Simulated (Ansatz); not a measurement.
Species: C2H7S, charge 1, singlet. C2H7S+ (SMILES C[SH+]C).
B3LYP-D3(BJ)/def2-TZVP minimum from Ansatz (a program for electronic structure):
```xyz
10

C     -0.0842     1.4274    -0.5119
S      0.1772    -0.0007     0.5718
C     -0.0997    -1.4270    -0.5104
H     -0.0902     2.3104     0.1250
H      0.7717     1.4645    -1.1836
H     -1.0160     1.3249    -1.0616
H     -0.1153    -2.3091     0.1275
H     -1.0303    -1.3149    -1.0601
H      0.7557    -1.4741    -1.1820
H     -1.0072     0.0061     1.2198
```
Charge +1, spin multiplicity 1.

Total energies in cc-pV(D+d)Z, 20 correlated electrons, 7 frozen orbitals. UHF or UKS for unpaired electrons; spin-orbit terms are left out. Correlated methods leave the cores frozen. No relativity.

```tsv
method	program	energy (Eh)	minus CCSDT(Q) (mEh)
HF	Ansatz	-477.09203	494.90
MP2	Ansatz	-477.51919	67.74
CCSD	Ansatz	-477.57137	15.56
CCSD(T)	Ansatz	-477.58508	1.84
CCSDT(Q)	Ansatz	-477.58693	0.00
```

Rough core times of Ansatz's runs on a shared machine: CCSD(T) under 20 s, CCSDT(Q) 10 min.
